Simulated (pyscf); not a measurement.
PySCF, gas phase, ωB97X-D3(BJ)/def2-SVP geometries.

### Question
For `[OH][SiH3]` + `[OH][Ti]([OH])([OH])[Cl]` → `[OH][SiH2][O][Ti]([OH])([OH])[Cl]` + `[H][H]`, a multi-bond step (singlet surface; H–O, O–Ti, H–Si broken, O–Ti, H–H, O–Si formed), PBE/def2-TZVP gives ΔE‡ = 72.0 kJ/mol and ΔE = -104.2 kJ/mol (zero: the separated reactants). In which direction and how far do r²SCAN/def2-TZVP, B3LYP-D3(BJ)/def2-TZVP, ωB97M-D3(BJ)/def2-TZVP move these?

### Answer
r²SCAN: ΔE‡ = 59.4 kJ/mol, ΔE = -120.2 kJ/mol; B3LYP-D3(BJ): ΔE‡ = 78.5 kJ/mol, ΔE = -122.2 kJ/mol; ωB97M-D3(BJ): ΔE‡ = 79.7 kJ/mol, ΔE = -116.5 kJ/mol. PBE's barrier lies among them. Its reaction energy lies over all of them, by 12.3 to 18.0 kJ/mol. On the reactant side the descent ends in an adduct with a O–Ti, O–Si contact, 42.5 kJ/mol under the separated species and 105.9 kJ/mol under the saddle at ωB97X-D3(BJ)/def2-TZVP. On the product side the descent ends in an adduct with a Si–Ti contact (not fully relaxed), 1.4 kJ/mol over the separated species and 190.2 kJ/mol under the saddle at ωB97X-D3(BJ)/def2-TZVP. What is counted as formed (O–Ti, O–Si) is already present as a longer contact in the reactant adduct; forming that adduct is a step of its own. At the saddle there is also a short H–Si contact that neither side keeps. At ωB97X-D3(BJ)/def2-TZVP the barrier from the zero used here is 63.3 kJ/mol. The same reactants have a lower exit, to HO–Ti(OH)(OH)–O–SiH₃ + HCl (barrier +26.9 kJ/mol at ωB97M-D3(BJ)/def2-TZVP, against +79.7 kJ/mol here). This is the saddle that the search found; another between the same sides may lie lower.
